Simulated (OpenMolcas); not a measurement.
BF (SMILES [B]F): the energy, rung by rung

The species is BF (2 atoms), meant as a singlet with charge 0. SMILES: `[B]F`. The coordinates come from a GFN2-xTB relaxation.

```xyz
2

B     0.0000    0.0000    0.0000
F     0.0000    0.0000    1.2444
```

Each level gives the energy change with the B1–F2 bond stretched from 1.244 to 2.178 Å (eV). The values are calculated.

```
                     level                kind     program  value (eV)  CPU time (all runs)
    HF/STO-3G (restricted)        Hartree–Fock  OpenMolcas        7.72                4.3 s
r2SCAN/STO-3G (restricted)            meta-GGA  OpenMolcas        6.18                6.6 s
M06-2X/STO-3G (restricted)     hybrid meta-GGA  OpenMolcas        6.98                5.9 s
  PBE0/STO-3G (restricted)       global hybrid  OpenMolcas        6.57                6.1 s
        CASSCF(2,2)/STO-3G      multireference  OpenMolcas        5.32                3.2 s
          MRCI(2,2)/STO-3G      multireference  OpenMolcas           ?                3.3 s
     SC-NEVPT2(2,2)/STO-3G      multireference  OpenMolcas           ?                3.2 s
                FCI/STO-3G  exact in the basis  OpenMolcas        5.74                3.9 s
```

Q: Estimate what the levels marked ? give.

A: As computed at these levels: MRCI(2,2)/STO-3G: 5.73 eV; SC-NEVPT2(2,2)/STO-3G: 6.12 eV. Spin-restricted single references rise too steeply as a bond breaks, Hartree–Fock most of all. The first shape isn't each level's own minimum. The values span 5.32 to 7.72 eV. All rows use very small basis sets, so even the best lies far from the true value. Times are those of the runs behind each value, whatever else they computed, on shared processors of several kinds: orders of magnitude only.
